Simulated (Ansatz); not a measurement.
**BHO+ (quartet): from Hartree-Fock to the top rungs, def2-TZVPP**

The task here is to estimate one member of a computed series from the others.

Program: Ansatz 0.2.0, Gaussian basis. Level of theory: def2-TZVPP, core rule «outside noble gas», up to 2 orbitals frozen. These are calculated values, not measurements.

To be run: UHF; ROHF; CCSD(T) on UHF.

2 further runs of the same task are left out: 2 set aside as unsound or not needed.

### What is computed

The geometry is a PBE0/def2-TZVP stationary point (not a proven minimum) of the parent state, kept for this charge and spin.

3 atoms, charge 1, spin multiplicity 4.

Atoms are counted from 1 here; the program's logs count them from 0.

Bond lengths: B1–O2 1.342 Å, B1–H3 1.222 Å. Angles: O2–B1–H3 107.9°.

The first run:

in.yaml

```yaml
crystal:
  periodic: [false, false, false]
  atoms:
    - {symbol: B, position_ang: [0.000000, -0.203796, 0.731699]}
    - {symbol: O, position_ang: [0.000000, 0.084016, -0.579305]}
    - {symbol: H, position_ang: [0.000000, 0.852259, 1.347434]}
basis:
  gaussian: {orbitals: def2-TZVPP}
total_charge: 1
magnetization: {spin_polarized: true, initial_magnetization: 3}
hamiltonian: {xc: hf}
output: {orbitals: {seedname: orbitals}}
```

The run is started by

```
$ ansatz run in.yaml --threads 1 --pin off --events-out ev --progress --plain --max-ram 3968MiB --backend cpu
```

Steps of the session up to this table: UHF; ROHF; CCSD(T) on UHF.

One of the session's tables, all rows but one given; the rest of the session is left out.

| method | from UCCSD(T) (meV) |
| --- | --- |
| ROHF | ? |
| UHF | +6451.0 |
| UMP2 | +1107.4 |
| UCCSD | +181.5 |
| UCCSD(T) | 0 |

Estimate the missing values for ROHF.

**Answer.** from UCCSD(T) (meV): +6678.4. In the column «from UCCSD(T) (meV)» it is the highest.
